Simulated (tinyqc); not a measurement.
Worked calculation: RHF in the sto-3g basis, for H2O, spin multiplicity 1. One step of it, computed by the program tinyqc.

Question. Iteration 29 (converged): orbitals. Diagonalise F' = X^T F X, C = X C', fill 5 alpha and 5 beta electrons from the bottom; D = 2 C_occ C_occ^T. Each column has its largest component positive (the first on a tie).

converged F (hartree), order 1O 1s, 1O 2s, 1O 2px, 1O 2py, 1O 2pz, 2H 1s, 3H 1s:
```
[[-20.248206, -5.164531, 0.000001, 0.000000, -0.028641, -1.090946, -1.090946],
 [-5.164531, -2.440625, 0.000000, 0.000000, -0.119339, -0.962462, -0.962462],
 [0.000001, 0.000000, -0.394787, 0.000008, -0.000004, 0.000000, 0.000005],
 [0.000000, 0.000000, 0.000008, -0.287430, 0.000000, -0.367491, 0.367493],
 [-0.028641, -0.119339, -0.000004, 0.000000, -0.335198, -0.385522, -0.385521],
 [-1.090946, -0.962462, 0.000000, -0.367491, -0.385522, -0.536766, -0.386758],
 [-1.090946, -0.962462, 0.000005, 0.367493, -0.385521, -0.386758, -0.536767]]
```

X, order 1O 1s, 1O 2s, 1O 2px, 1O 2py, 1O 2pz, 2H 1s, 3H 1s:
```
[[-0.312432, 0.000000, 0.750264, 0.000000, 0.622281, 0.000000, 0.147513],
 [1.130167, 0.000000, -0.318154, 0.000000, 0.325693, 0.000000, 0.411442],
 [0.000000, 0.000000, 0.000000, 1.000000, 0.000000, 0.000000, 0.000000],
 [0.000000, 0.874822, 0.000000, 0.000000, 0.000000, 0.714368, 0.000000],
 [0.572740, 0.000000, 0.652060, 0.000000, -0.617005, 0.000000, 0.210970],
 [-0.712158, -0.856623, -0.154820, 0.000000, -0.126177, 0.364772, 0.378947],
 [-0.712158, 0.856623, -0.154820, 0.000000, -0.126177, -0.364772, 0.378947]]
```

Give: F' = X^T F X; orbital energies; coefficients C; D after iteration 29.

Answer.

F' = X^T F X (hartree):
```
[[0.1190, 0.0000, 1.7172, 0.0000, 1.2482, 0.0000, 0.1777],
 [0.0000, 0.6615, 0.0000, 0.0000, 0.0000, 0.1293, 0.0000],
 [1.7172, 0.0000, -8.8715, 0.0000, -8.9620, 0.0000, -3.6235],
 [0.0000, 0.0000, 0.0000, -0.3948, 0.0000, 0.0000, 0.0000],
 [1.2482, 0.0000, -8.9620, 0.0000, -9.8994, 0.0000, -4.0140],
 [0.0000, 0.1293, 0.0000, 0.0000, 0.0000, -0.5696, 0.0000],
 [0.1777, 0.0000, -3.6235, 0.0000, -4.0140, 0.0000, -2.7508]]
```

orbital energies (hartree): [-20.2568, -1.2585, -0.5831, -0.4682, -0.3948, 0.5808, 0.6749]

coefficients C, order 1O 1s, 1O 2s, 1O 2px, 1O 2py, 1O 2pz, 2H 1s, 3H 1s:
```
[[0.9942, -0.2337, 0.0000, 0.1059, 0.0000, -0.1230, 0.0000],
 [0.0257, 0.8459, 0.0000, -0.5464, 0.0000, 0.7995, 0.0000],
 [0.0000, 0.0000, 0.0000, 0.0000, 1.0000, 0.0000, 0.0000],
 [0.0000, 0.0000, 0.6201, 0.0000, 0.0000, 0.0000, 0.9440],
 [0.0042, 0.1241, 0.0000, 0.7417, 0.0000, 0.7829, 0.0000],
 [-0.0055, 0.1546, 0.4514, 0.3017, 0.0000, -0.7587, -0.8143],
 [-0.0055, 0.1546, -0.4514, 0.3017, 0.0000, -0.7587, 0.8143]]
```

D after iteration 29, order 1O 1s, 1O 2s, 1O 2px, 1O 2py, 1O 2pz, 2H 1s, 3H 1s:
```
[[2.1087, -0.4602, 0.0000, 0.0000, 0.1075, -0.0192, -0.0192],
 [-0.4602, 2.0294, 0.0000, 0.0000, -0.6004, -0.0684, -0.0684],
 [0.0000, 0.0000, 2.0000, 0.0000, 0.0000, 0.0000, 0.0000],
 [0.0000, 0.0000, 0.0000, 0.7691, 0.0000, 0.5598, -0.5598],
 [0.1075, -0.6004, 0.0000, 0.0000, 1.1311, 0.4859, 0.4859],
 [-0.0192, -0.0684, 0.0000, 0.5598, 0.4859, 0.6374, -0.1775],
 [-0.0192, -0.0684, 0.0000, -0.5598, 0.4859, -0.1775, 0.6374]]
```
